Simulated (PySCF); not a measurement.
Cost against result

Saddle point of CH₈OSi, closed shell (SiH₄O ([OH][SiH3]) + CH₄ → CH₆OSi ([CH3][SiH2][OH]) + H₂; bonds formed: Si1–C7, H2–H6; bonds broken: Si1–H2, H6–C7), PBE0-D4/def2-TZVP structure:

Si1  (-0.356, 0.523, 0.487)
H2  (0.017, -0.825, 1.418)
H3  (-0.265, 1.551, -0.616)
H4  (-1.801, 0.258, 0.676)
O5  (0.564, 1.321, 1.607)
H6  (0.147, -1.007, 0.336)
C7  (0.172, -0.897, -1.051)
H8  (0.810, 2.201, 1.305)
H9  (1.082, -0.452, -1.453)
H10  (-0.678, -0.687, -1.700)
H11  (0.309, -1.985, -1.007)
(Å)

Barriers are electronic and count from the start structure reached by relaxing down the imaginary mode.

PySCF 2.14 with density fitting (its default auxiliary sets; JK sets also for MP2 and CCSD(T)); basis: as named in each row; cores frozen in the correlated methods. B3LYP uses VWN-RPA correlation. Extrapolation: Hartree–Fock as exp(−7.88 √X), correlation as X^−2.97.

Times are rough, for one single point on 4 threads of a shared host (AMD EPYC 9R45).

The estimate by CCSD(T) at an estimated basis limit (MP2 extrapolated from triple and quadruple zeta, plus CCSD(T) − MP2 in triple zeta) is 3.147 eV.

```json
{"method": "HF", "basis": "STO-3G", "time (s)": "under 1", "barrier (eV)": "6.800", "method less estimate": "3.653"}
{"method": "B3LYP-D4", "basis": "6-31G", "time (s)": "1", "barrier (eV)": "3.888", "method less estimate": "0.741"}
{"method": "PBE0-D4", "basis": "def2-SVP", "time (s)": "2", "barrier (eV)": "2.958", "method less estimate": "-0.189"}
{"method": "MP2", "basis": "def2-QZVPP", "time (s)": "2", "barrier (eV)": "3.112", "method less estimate": "-0.035"}
{"method": "PBE-D4", "basis": "def2-SVP", "time (s)": "2", "barrier (eV)": "2.736", "method less estimate": "-0.411"}
{"method": "SPW92", "basis": "def2-TZVPP", "time (s)": "3", "barrier (eV)": "2.305", "method less estimate": "-0.842"}
{"method": "PBE0-D4", "basis": "def2-TZVPP", "time (s)": "4", "barrier (eV)": "2.900", "method less estimate": "-0.247"}
{"method": "BHLYP-D4", "basis": "def2-TZVPP", "time (s)": "4", "barrier (eV)": "3.393", "method less estimate": "0.245"}
{"method": "B3LYP-D4", "basis": "def2-TZVPP", "time (s)": "4", "barrier (eV)": "3.148", "method less estimate": "0.001"}
{"method": "PBE-D4", "basis": "def2-TZVPP", "time (s)": "5", "barrier (eV)": "2.702", "method less estimate": "-0.445"}
{"method": "CCSD(T)", "basis": "def2-SVP", "time (s)": "6", "barrier (eV)": "3.437", "method less estimate": "0.289"}
{"method": "r2SCAN-D4", "basis": "def2-TZVPP", "time (s)": "8", "barrier (eV)": "2.862", "method less estimate": "-0.285"}
{"method": "CCSD(T)", "basis": "def2-TZVPP", "time (s)": "120", "barrier (eV)": "3.210", "method less estimate": "0.063"}
{"method": "wB97M-V", "basis": "def2-TZVPP", "time (s)": "140", "barrier (eV)": "3.102", "method less estimate": "-0.045"}
```

All methods are single points on the PBE0-D4 structures.

T1 diagnostic: at most 0.012.

Labels in which every atom is bracketed show which atoms are joined, not bond orders.
